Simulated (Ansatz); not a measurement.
CH4BN can be A, `B1CN1`, or B, `BC=N`.

Gas-phase electronic energies from Ansatz, PBE0-D4/def2-TZVP geometries. CCSD(T)/CBS adds triple-zeta CCSD(T) − MP2 to the extrapolated MP2 energy (def2 sets, frozen cores). This one scheme is used for every species. DFT in def2-TZVPP. B3LYP here is the variant with VWN-RPA as its local correlation; programs differ in this. Each species was taken in one conformer, which may not be the lowest.

Problem. Which is lower in electronic energy at CCSD(T)/CBS, and by how much? (Estimate.)

Solution. The calculation gave: A, by 65.1 kJ/mol.

Problem. Give E(B) − E(A) in kJ/mol with CCSD(T)/def2-SVP, r2SCAN-D4, BLYP-D4, PBE-D4, LDA (SPW92), MP2/def2-TZVPP, B3LYP. (Best estimate.)

Solution. The calculation gave: CCSD(T)/def2-SVP 68.2, r2SCAN-D4 79.8, BLYP-D4 57.7, PBE-D4 83.6, LDA (SPW92) 117.8, MP2/def2-TZVPP 74.2, B3LYP 63.6. None reverses the order clearly.

Problem. Does the order hold for the free energy at 298.15 K (harmonic terms from PBE0-D4)? (Estimate.)

Solution. Computed: Yes: G(B) − G(A) = +54.8 kJ/mol, for one conformer each.

Largest T1 diagnostic: 0.013.

From BLYP to BHLYP (50 % exact exchange), in def2-TZVPP and without D4, E(B) − E(A) moves by +4.1 kJ/mol. In def2-TZVPP, CCSD(T) changes the Hartree–Fock value by +25.6 kJ/mol (the triples alone add +1.1 kJ/mol) and MP2 by +40.2 kJ/mol.
